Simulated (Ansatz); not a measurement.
Molecule: LiF, charge -1, multiplicity 2. SMILES of the parent species: [Li][F]

Atoms: Li1, F2. Bonds: Li1-F2.

Bond lengths (Å) and angles (degrees) optimised at HF/STO-3G with Ansatz (a quantum-chemistry and plane-wave program); HF/3-21G with Ansatz; PBE/6-31G* with Ansatz; B3LYP/LANL2DZ with Ansatz; B3LYP/6-31G* with Ansatz; MP2/6-31G* with Ansatz, each started from the B3LYP-D3(BJ)/def2-TZVP structure (Ansatz) of the last column. A row stands for all coordinates that are equal there. 6-31G* holds six Cartesian d functions.

```json
[
 {"coordinate": "Li1-F2", "HF/STO-3G": "1.440", "HF/3-21G": "1.562", "PBE/6-31G*": "1.614", "B3LYP/LANL2DZ": "1.656", "B3LYP/6-31G*": "1.602", "MP2/6-31G*": "1.619", "B3LYP-D3(BJ)/def2-TZVP": "1.629"}
]
```

Mean signed difference of all 1 bond lengths from B3LYP-D3(BJ)/def2-TZVP: HF/STO-3G -0.190 Å, HF/3-21G -0.067 Å, PBE/6-31G* -0.016 Å, B3LYP/LANL2DZ 0.027 Å, B3LYP/6-31G* -0.028 Å, MP2/6-31G* -0.010 Å.
